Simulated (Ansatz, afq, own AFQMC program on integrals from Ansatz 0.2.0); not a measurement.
Two steps: Ansatz 0.2.0 writes the Fock matrix and Cholesky factors of the valence space, and afq projects on them the lowest state that overlaps trial and start.

```yaml
crystal:
  periodic: [false, false, false]
  atoms:
    - {symbol: O, position_ang: [0.161635, -1.122234, -0.667839]}
    - {symbol: C, position_ang: [0.198598, -0.301104, 0.271874]}
    - {symbol: O, position_ang: [0.625955, -0.388679, 1.424824]}
    - {symbol: O, position_ang: [-0.357216, 0.967957, -0.056856]}
    - {symbol: H, position_ang: [-0.628973, 0.844050, -0.972004]}
basis:
  gaussian: {orbitals: def2-TZVPD}
total_charge: -1
magnetization: {spin_polarized: false}
correlation: {method: ccsd_t, electrons: outside_noble_gas, hamiltonian_folder: ham}
```

```sh
$ ansatz run in.yaml --threads 1 --pin off --events-out ev --progress --plain --max-ram 16896MiB --backend cuda --devices 0, --max-vram 18GiB
```

Options of the walk:

```
--method phaseless --trial cisd --walkers 700 --populations 10 --least-time 60 --time-step 0.005 --steps-per-block 50 --equilibration-blocks 28 --max-blocks 4000 --target-error 0.0003 --factor-cut 1e-05 --seed 7184 --release-times 0.21,0.42,0.63,0.9 --release-step 0.03 --release-every 5 --taylor-order 6
```

Times are imaginary, in 1/Eh. The walk had a cap of 365 s. With eight or more populations the least sampling time is a fifth of least-time, and the error comes from their spread.

afq prints:

```
orbitals 162  electrons 12 12  factors 1066 of 1066
reference energy -263.21169847 Eh
CCSD correlation -0.86613708 Eh in 12 cycles, weight of the determinant in the CISD state 0.8097
energy of the start -264.077827 Eh
 block  time / (1/Eh)  mean weight  energy / Eh
     1     0.250  0.9971  -264.061748
     2     0.500  0.9989  -264.086661
     3     0.750  0.9997  -264.095113
     4     1.000  1.0008  -264.104981
     5     1.250  0.9984  -264.108944
    10     2.500  0.9985  -264.113907
    37     9.250  0.9990  -264.118725
    67    16.750  0.9973  -264.111219
    97    24.250  0.9991  -264.118025
   127    31.750  1.0006  -264.121863
   157    39.250  0.9999  -264.117431
   187    46.750  1.0004  -264.112591
   217    54.250  1.0009  -264.109427
   235    58.750  0.9993  -264.127993
   247    61.750  0.9978  -264.122184
   277    69.250  1.0003  -264.119248
error from the spread of 10 populations
released: time / (1/Eh)  energy / Eh  error  mean overlap
  0.21  -264.116968  0.000607  0.9926
  0.42  -264.118404  0.000508  0.9764
  0.63  -264.118534  0.000813  0.9699
  0.90  -264.118497  0.000742  0.9629
energy -264.117154 +/- 0.000318 Eh
(rows thinned)
```

The run passed its tests (sampling time, drift between the halves within three errors, error under three times the target), which doesn't prove that it has relaxed, ending at its cap on processor time.

Against this walk (error 8.7 meV) on the same determinant: CCSD(T) 42.8 meV higher. The error is statistical and leaves out the bias of the constraint. None of these is a sure reference here. The released energies get too noisy after the second time (errors over twice the walk's own, or jumping) (meV from the phaseless value at times in 1/Eh: 5 ± 17 at 0.21, -34 ± 14 at 0.42, -38 ± 22 at 0.63, -37 ± 20 at 0.90), so they give no level.

Cautions: constraint bias not in the error; error above the target (8.7 against 8.2 meV).

The walk took 6.1 min on 1 × NVIDIA H100 80GB HBM3 with 2 threads of AMD EPYC 7R13 Processor (Zen 3) (shared host) (the card was shared). The log's last line is the phaseless energy.
